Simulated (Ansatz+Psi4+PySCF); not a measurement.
singlet C₂H₂: levels of theory in one basis

```yaml
atoms:
  - { symbol: C, position_ang: [0.0000, 0.0000, 0.6081] }
  - { symbol: C, position_ang: [0.0000, 0.0000, -0.6081] }
  - { symbol: H, position_ang: [0.0000, 0.0000, -1.6740] }
  - { symbol: H, position_ang: [0.0000, 0.0000, 1.6740] }
```

Basis set: cc-pVTZ (spherical functions). Correlated methods keep 2 orbitals frozen. Charge 0, multiplicity 1.

Computed with Ansatz (development build ahead of 0.2.0) and Psi4 1.11; each method stands on the lowest determinant of its kind that the runs found.

```csv
method,E − E(RHF) (eV),<S²> of the determinant
RHF,0.00,0.00
RHF-MP2,-8.48,–
RHF-CCSD,-8.80,–
```

Problem. What does RHF-CCSD(T) give on the same scale?

Solution. -9.25 eV.
